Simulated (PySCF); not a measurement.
A barrier at the coupled-cluster level

Start structure (SiH₅F, closed shell), relaxed at PBE0-D4/def2-TZVP:

| atom | x (Å) | y (Å) | z (Å) |
| --- | --- | --- | --- |
| Si1 | -0.5695 | -1.0198 | 0.1462 |
| F2 | 0.9423 | -0.6341 | 0.5066 |
| H3 | -0.5437 | -2.1265 | -0.8391 |
| H4 | -1.2299 | 0.1761 | -0.4265 |
| H5 | -1.2496 | -1.4468 | 1.3914 |
| H6 | 1.3861 | 1.9646 | -0.1744 |
| H7 | 1.1547 | 2.6184 | -0.4505 |

The step: SiH₃F ([F][SiH3]) + H₂ → SiH₄ + HF; bonds formed: Si1–H7, F2–H6; bonds broken: Si1–F2, H6–H7. Program: PySCF 2.14 with density fitting (its default auxiliary sets; JK sets also for MP2 and CCSD(T)). Basis: def2-TZVPP and def2-QZVPP. Cores are frozen in the correlated methods. Extrapolation: Hartree–Fock as exp(−7.88 √X), correlation as X^−2.97. Energies below are by CCSD(T) at an estimated basis limit (MP2 extrapolated from triple and quadruple zeta, plus CCSD(T) − MP2 in triple zeta).

Problem. What are the electronic barrier and the energy of the step, from the start structure to the end structure? (An estimate is asked for; the value comes from the calculation.)

Solution. Computed: Barrier 59.63 kcal/mol; step energy 24.25 kcal/mol (uphill); reverse barrier, their difference, 35.38 kcal/mol. Barrier and step energy count from the start structure, the reverse barrier from the end structure.

The saddle point: One imaginary mode of 1132i cm⁻¹.
| pair | start (Å) | saddle (Å) | end (Å) |
| --- | --- | --- | --- |
| Si1–H7 | 4.07 | 1.70 | 1.49 |
| F2–H6 | 2.72 | 1.21 | 0.93 |
| Si1–F2 | 1.60 | 1.94 | 3.52 |
| H6–H7 | 0.75 | 0.97 | 1.79 |

Zero-point energy (harmonic, PBE0-D4): ZPE is 24.22 kcal/mol at the start and 25.79 kcal/mol at the saddle, so the barrier goes from 59.63 to 61.20 kcal/mol.

No T1 diagnostic of these runs exceeds 0.014.

Labels in which every atom is bracketed show which atoms are joined, not bond orders.

For scale, one of the runs: CCSD(T)/def2-TZVPP, 143 basis functions, launched by `OMP_NUM_THREADS=4 python run.py`. The run took 38 s on 4 CPU threads of an INTEL XEON PLATINUM 8581C (shared host), with 0.79 GiB of host memory at its peak.
